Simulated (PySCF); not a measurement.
**Ionisation energy of Be by level of theory**

Be [He] 2s2 (1S) → Be⁺ [He] 2s1 (2S), as a difference of total energies. Calculation: PySCF 2.14, in def2-TZVPPD (5s4p1d, 22 functions); the non-relativistic Hamiltonian (point nucleus). Correlated levels: valence: 1s2 frozen; valence and next inner shell: nothing frozen. The calculations carry no spin-orbit coupling.

| method | ionisation energy (eV) |
| --- | --- |
| UHF | 8.042 |
| LDA | 9.020 |
| PBE | 8.995 |
| PBE0 | 8.970 |
| r2SCAN | 8.788 |
| PBEsol | 8.889 |
| revPBE | 9.009 |
| LC-wPBE | 9.021 |
| BLYP | 8.975 |
| MP2 (valence) | 8.755 |
| SCS-MP2 (valence) | 8.898 |
| MP2 (valence and next inner shell) | 8.775 |
| SCS-MP2 (valence and next inner shell) | 8.913 |

**Question.** How much does correlation contribute at MP2 (valence and next inner shell)?

**Answer.** 8.775 − (8.042) = 0.733 eV, measured against UHF.

Errors of the correlated levels include the incompleteness of this basis and the frozen core.

MP2 underrates the near-degeneracy of ns² with np² in the lower species.

For comparison: 9.323 eV (measured; NIST Atomic Spectra Database, ionization energies).
